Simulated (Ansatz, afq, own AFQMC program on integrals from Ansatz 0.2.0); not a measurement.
GeNH2, quartet in cc-pVDZ, levels against CCSDT(Q)

```xyz
4

Ge    0.0000    0.0000    2.6985
N     0.0000    0.0000   -0.5035
H     0.0000    0.8309   -1.0975
H     0.0000   -0.8309   -1.0975
```

Connectivity, by distances: Ge ··· NH2.

Basis cc-pVDZ. Only valence electrons are correlated. Ansatz 0.2.0 and our own AFQMC program on the same integrals; the CISD trial comes from CCSD amplitudes, and released means the phaseless constraint is let go. Uncertainties: one standard error, sampling alone. No spin–orbit coupling.

Determinant: UHF, the one that the program's search chose, which needn't be the lowest solution. The geometry is a point of a scan.

No full CI on the walks' own integrals is used here; CCSDT(Q) serves as the reference and is uncertain by about the last step of the cluster series.

Cautions: no relativity below Rb; no spin-orbit coupling; inner d shell frozen; lower spins were not checked; the released energies move by 1.5 errors or more from one time to the next, so no released level is given (meV from the phaseless value at times in 1/Eh: -2 ± 11 at 0.24, -6 ± 12 at 0.51, -14 ± 10 at 0.99, 0 ± 10 at 1.62, -34 ± 17 at 2.40), though the last usable value meets CCSDT(Q) within the noise.

The T1 diagnostic is 0.0092, the weight of the determinant in the CISD state is 0.898 and the ⟨S²⟩ of the determinant is 3.769. The size of the correlated space is 11 electrons in 36 orbitals.

Reference: CCSDT(Q), correlation energy -6.110 eV.

| level | E − E(reference) (kcal/mol) | share of correlation (%) |
| --- | --- | --- |
| HF | 140.90 | 0.00 |
| MP2 | 24.70 | 82.47 |
| CCSD | 2.87 | 97.97 |
| CCSD(T) | 0.59 | 99.58 |
| CCSDT | 0.17 | 99.88 |
| ph-AFQMC/HF | 2.05 ± 1.03 | 98.54 |
| ph-AFQMC/CISD | 0.57 ± 0.24 | 99.59 |

A walk keeps the symmetry of its determinant, which the program's search chose and which needn't be the lowest solution, so a lower state of the same spin and another symmetry isn't excluded.
